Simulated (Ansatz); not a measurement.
Input file:

```yaml
crystal:
  periodic: [false, false, false]
  atoms:
    - {symbol: Si, position_ang: [0.000000, -0.085926, 0.595821]}
    - {symbol: B, position_ang: [0.000000, 0.089951, -1.333031]}
    - {symbol: H, position_ang: [0.000000, 1.095005, 1.517690]}
    - {symbol: H, position_ang: [0.000000, 1.201588, -1.778382]}
    - {symbol: H, position_ang: [0.000000, -0.867120, -2.043536]}
basis:
  gaussian: {orbitals: STO-3G}
magnetization: {spin_polarized: true, initial_magnetization: 4}
correlation: {method: mp2, electrons: outside_noble_gas}
```

```sh
$ ansatz run in.yaml --threads 1 --pin off --events-out ev --progress --plain --max-ram 2393MiB
```

The program prints:

```
196 factors; integrals over basis functions are off by at most 7.3e-5 eV
mean field evaluation 1: about -8471.8094 eV, gradient 9.0e0 eV
mean field evaluation 2: about -8471.8350 eV, gradient 9.0e0 eV
mean field evaluation 4: about -8473.0241 eV, gradient 1.4e0 eV
mean field evaluation 8: about -8473.1041 eV, gradient 3.1e-3 eV
mean field -8473.10340178 eV, -311.3808067397 hartree, gradient 1.6e-6 eV, S^2 6.008567; 0 other end points of the search recorded, 0 dependent functions left out
6 core orbitals not correlated: weight in the atoms' cores, before any rotation towards them, 1.000 or more for the frozen orbitals, at most 0.000 for the correlated occupied ones
reference -8473.10340178 eV, -311.3808067397 hartree; 7, 3 occupied and 4, 8 virtual orbitals, 196 factors
second order -1.16663173 eV of doubles, -0.00000000 eV of singles
Total energy: -8474.27003351 eV, -311.4236796649 hartree
```

Ran on 1 thread of Arm Neoverse V2, shared host: 0.06 s wall, 0.21 GiB peak host memory.
